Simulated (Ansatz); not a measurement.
# BH3O (SMILES BO) at 6 levels

We compute a comparison of 6 runs (UHF/STO-3G, SVWN5/STO-3G, r2SCAN/STO-3G, r2SCAN0/STO-3G, UMP2/STO-3G, CCSDT/STO-3G) of BH3O. 

The calculation is run with Ansatz 0.2.0.

46 further runs of the same task are left out: 46 set aside as unsound or not needed.

## Step 1: Starting point

The species is BH3O (5 atoms), meant as a singlet with charge 0. SMILES: `BO`. The H5–O2 distance was set to 1.441 Å, away from the relaxed value. At this shape a bond of the SMILES string is far longer than usual.

Bond lengths: B1–O2 1.348 Å, B1–H3 1.196 Å, B1–H4 1.202 Å. Angles: O2–B1–H3 116.8°, O2–B1–H4 120.7°, H3–B1–H4 122.5°. A long bond or contact: O2–H5 1.441 Å.

## Step 2: The energy at UHF/STO-3G (run 1)

job.yaml reads:

```yaml
crystal:
  periodic: [false, false, false]
  atoms:
    - {symbol: B, position_ang: [-0.456836, -0.537789, 0.453477]}
    - {symbol: O, position_ang: [0.183264, 0.616811, 0.724677]}
    - {symbol: H, position_ang: [-1.050536, -1.050489, 1.356577]}
    - {symbol: H, position_ang: [-0.420836, -1.013889, -0.649323]}
    - {symbol: H, position_ang: [0.874000, 1.171800, -0.411700]}
basis:
  gaussian:
    orbitals: STO-3G
magnetization:
  spin_polarized: true
hamiltonian:
  xc: hf
accuracy: high
```

The run is started by

```bash
$ ansatz run job.yaml --threads 1 --pin off --max-ram 2610MiB --events-out events.jsonl --progress --plain --runs-dir runs
```

The program printed:

```text
Warning: RAYON_NUM_THREADS=1 ignored (pool sized by the plan → 1); use --threads N
Functional definition: HF
  name "HF"
  exchange = exact_x
  correlation = 0
208 factors; integrals over basis functions are off by at most 4.3e-8 eV
mean field evaluation 1: about -2715.5571 eV, gradient 1.5e1 eV
mean field evaluation 2: about -2715.5855 eV, gradient 1.5e1 eV
mean field evaluation 4: about -2717.5112 eV, gradient 1.1e0 eV
mean field evaluation 8: about -2717.5231 eV, gradient 4.4e-6 eV
mean field evaluation 16: about -2717.4847 eV, gradient 4.5e0 eV
mean field -2717.94543744 eV, -99.8826525363 hartree, gradient 3.8e-8 eV, S^2 0.479583; 1 other end points of the search recorded, 0 dependent functions left out
reference -2717.94543744 eV, -99.8826525363 hartree; 8, 8 occupied and 5, 5 virtual orbitals, 208 factors
Total energy: -2717.94543744 eV, -99.8826525363 hartree
```

Wall time 0.08 s (1 thread of Arm Neoverse V1, shared host).

## Step 3: The energy at SVWN5/STO-3G (run 2)

job.yaml, as its differences from that of step 2:

```diff
@@ -9,8 +9,4 @@
 basis:
-  gaussian:
-    orbitals: STO-3G
-magnetization:
-  spin_polarized: true
-hamiltonian:
-  xc: hf
+  gaussian: {orbitals: STO-3G}
+hamiltonian: {xc: {name: SVWN5}}
 accuracy: high
```

The run is started by

```bash
$ ansatz run job.yaml --threads 1 --pin off --max-ram 2610MiB --events-out events.jsonl --progress --plain --runs-dir runs
```

The program printed:

```text
Warning: RAYON_NUM_THREADS=1 ignored (pool sized by the plan → 1); use --threads N
Functional definition: SVWN5
  name "SVWN5"
  exchange = slater_x
  correlation = vwn5_c
208 factors; integrals over basis functions are off by at most 4.3e-8 eV
mean field evaluation 1: about -2710.0446 eV, gradient 7.2e0 eV
mean field evaluation 2: about -2709.3547 eV, gradient 1.5e1 eV
mean field evaluation 4: about -2710.3399 eV, gradient 1.5e0 eV
mean field evaluation 8: about -2710.2692 eV, gradient 3.4e-2 eV
mean field evaluation 16: about -2710.2692 eV, gradient 1.5e-7 eV
mean field -2710.26919499 eV, -99.6005558295 hartree, gradient 2.5e-8 eV, S^2 0.000000; 0 other end points of the search recorded, 0 dependent functions left out
reference -2710.26919662 eV, -99.6005558895 hartree; 8, 8 occupied and 5, 5 virtual orbitals, 208 factors
Total energy: -2710.26919662 eV, -99.6005558895 hartree
```

Wall time 0.44 s (1 thread of Arm Neoverse V1, shared host).

Runs 3 to 5 aren't shown in full; the table further down has their settings and results.

## Step 4: The energy at CCSDT/STO-3G (run 6)

molecule.yaml reads:

```yaml
basis:
  gaussian:
    orbitals: STO-3G
crystal:
  periodic: [false, false, false]
  atoms:
    - {symbol: B, position_ang: [-0.456836, -0.537789, 0.453477]}
    - {symbol: O, position_ang: [0.183264, 0.616811, 0.724677]}
    - {symbol: H, position_ang: [-1.050536, -1.050489, 1.356577]}
    - {symbol: H, position_ang: [-0.420836, -1.013889, -0.649323]}
    - {symbol: H, position_ang: [0.874000, 1.171800, -0.411700]}
correlation:
  method: ccsdt
  frozen_orbitals: {B: 1, H: 0, O: 1}
accuracy: high
scf:
  omitted_lower_state_checks: [cluster_reference, increment]
```

The run is started by

```bash
$ ansatz run molecule.yaml --threads 1 --pin off --max-ram 2610MiB --events-out events.jsonl --progress --plain --runs-dir runs
```

The program printed, shortened:

```text
Warning: RAYON_NUM_THREADS=1 ignored (pool sized by the plan → 1); use --threads N
Functional definition: HF
  name "HF"
[...]
208 factors; integrals over basis functions are off by at most 4.3e-8 eV
[...]
mean field -2717.52313666 eV, -99.8671332689 hartree, gradient 1.8e-8 eV, S^2 0.000000; 0 other end points of the search recorded, 0 dependent functions left out; unrestricted orbitals would lower it
2 core orbitals not correlated: weight in the atoms' cores, before any rotation towards them, 1.000 or more for the frozen orbitals, at most 0.000 for the correlated occupied ones
reference -2717.52313666 eV, -99.8671332689 hartree; 6, 6 occupied and 5, 5 virtual orbitals, 208 factors
second order -3.17391905 eV of doubles, -0.00000000 eV of singles
cycle   1  -3.68316395 eV  change   -5.1e-1 eV  update   1.1e-1
[...]
cycle  28  -4.38167026 eV  change   2.8e-10 eV  update  2.5e-10
Total energy: -2721.90480692 eV, -100.0281566811 hartree
Checks for a lower state left out: cluster_reference, increment
```

It took 0.18 s on 1 thread of Arm Neoverse V1, shared host.

## Step 5: All runs side by side

| run | level | frozen core orbitals | energy (Eh) | wall time |
| --- | --- | --- | --- | --- |
| 1 | UHF/STO-3G | – | -99.882653 | 0.08 s |
| 2 | SVWN5/STO-3G | – | -99.600556 | 0.44 s |
| 3 | r2SCAN/STO-3G | – | -100.416123 | 1.6 s |
| 4 | r2SCAN0/STO-3G | – | -100.397383 | 1.7 s |
| 5 | UMP2/STO-3G | 2 | -99.963644 | 0.1 s |
| 6 | CCSDT/STO-3G | 2 | -100.028157 | 0.18 s |

## Step 6: Results

| quantity | value |
| --- | --- |
| run 6: total energy | -100.02816 Eh |
| run 6: correlation energy (2 core orbitals frozen) | -161.0 mEh |
| run 6: T1 diagnostic | 0.025 |

In words: Below the UHF energy at the same shape and in the same basis (STO-3G): UMP2 -81.0 mEh; CCSDT -145.5 mEh. Some of these start from another determinant than that one, so these aren't their correlation energies. Totals of different functionals can't be ranked against each other. In run 6 the log says that unrestricted orbitals would lower the reference, so the values rest on an unstable closed-shell determinant (other closed-shell runs at this shape may share the fault). In runs 1, 2, 3, 4, 5, 6 the basis is minimal, so the values are rough. Spin contamination of the reference: run 1 ⟨S²⟩ = 0.48, run 5 ⟨S²⟩ = 0.48. All runs together took 4 s, the longest 1.7 s.
